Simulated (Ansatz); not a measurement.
## Worked example: SiH2, triplet against SiH2⁻, doublet

Geometry (PBE0/def2-TZVPD stationary point of a doublet), kept for both states (SiH2⁻, doublet: B1; SiH2, triplet: B1):

```xyz
3

Si    0.0000   -0.0723    0.0000
H     0.0000    1.0067    1.1158
H     0.0000    1.0067   -1.1158
```

Basis aug-cc-pVDZ; Ansatz 0.2.0. Only valence electrons are correlated (noble-gas cores frozen). Prefix R: restricted or restricted open-shell reference; prefix U: unrestricted.

Full CI isn't at hand for all of this; UCCSDT(Q) serves as the reference, and is uncertain by the last step of the cluster series or more.

The highest occupied Kohn–Sham level of the anion is positive, up to +1.43 eV, so in those functionals the extra electron is held by the basis alone, which enters their differences from the reference.

| level | E(SiH2⁻, doublet) (hartree) | E(SiH2, triplet) (hartree) |
| --- | --- | --- |
| UHF | -290.041240 | -289.995491 |
| UMP2 | -290.147765 | -290.072668 |
| UCCSD(T) | -290.179385 | -290.099054 |
| PBE | -290.495782 | -290.410261 |
| B3LYP | -290.674946 | -290.584758 |
| UCCSDT(Q) | -290.180527 | -290.099936 |

Give the vertical gap, SiH2 triplet less SiH2⁻ doublet, at each level in eV (1 hartree = 27.2114 eV), and each error against UCCSDT(Q).

UCCSDT(Q): (-290.099936 − (-290.180527)) × 27.2114 = 2.193 eV (the reference)
B3LYP: (-290.584758 − (-290.674946)) × 27.2114 = 2.454 eV, error 0.261 eV
PBE: (-290.410261 − (-290.495782)) × 27.2114 = 2.327 eV, error 0.134 eV
UCCSD(T): (-290.099054 − (-290.179385)) × 27.2114 = 2.186 eV, error -0.007 eV
UMP2: (-290.072668 − (-290.147765)) × 27.2114 = 2.043 eV, error -0.150 eV
UHF: (-289.995491 − (-290.041240)) × 27.2114 = 1.245 eV, error -0.948 eV

Total energies of functionals can't be set beside those of wave-function methods, since they hold the core's correlation and their own absolute errors; only the differences compare.

In so small a basis the reference is far from its limit while semilocal and hybrid functionals are nearer theirs, so the functionals' errors here hold much of the reference's basis and frozen-core error, which can add to them or hide them.

Each level lands on the state that its own search finds. T1 diagnostics of restricted CCSD: 0.021 and 0.025.
